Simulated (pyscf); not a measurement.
This saddle point was located with ωB97X-D3(BJ)/def2-SVP in PySCF.

```
Sn
N 1 2.1404
H 2 1.0247 1 115.92
H 2 1.0247 3 107.82 1 131.57
H 2 1.3464 3 120.98 4 144.76
H 5 1.0291 2 144.22 3 110.08
Cl 1 2.3169 6 87.93 5 -120.61
Cl 1 2.3170 6 88.19 5 120.08
Cl 1 2.3407 6 162.66 5 -0.98
```

Surface: singlet, charge 0. Lowest wavenumbers (cm⁻¹): 1599i, 54, 81, 131, 140.

Problem. Which two sides does it connect, and which bonds change?

Solution. Cl–SnH(Cl)–Cl + NH₃ ⇌ H₂N–Sn(Cl)(Cl)–Cl + H₂, a four-centre exchange read from left to right: H–Sn, H–N broken and N–Sn, H–H formed. At ωB97M-D3(BJ)/def2-TZVP it lies +1.64 eV from the left side and +1.42 eV from the right (each side as separated species at their lowest minima found). On the reactant side the descent ends in an adduct with a N–Sn contact (not fully relaxed), 0.64 eV under the separated species and 2.19 eV under the saddle at ωB97X-D3(BJ)/def2-TZVP. What is counted as formed (N–Sn) is already present as a longer contact in the reactant adduct; forming that adduct is a step of its own. At the saddle there is also a short H–Sn contact that neither side keeps. At ωB97X-D3(BJ) the barrier from the zero used here is 1.55 eV. One saddle was located; it need not be the lowest between these sides. Elements past Kr carry the def2 core potentials, without spin-orbit coupling.
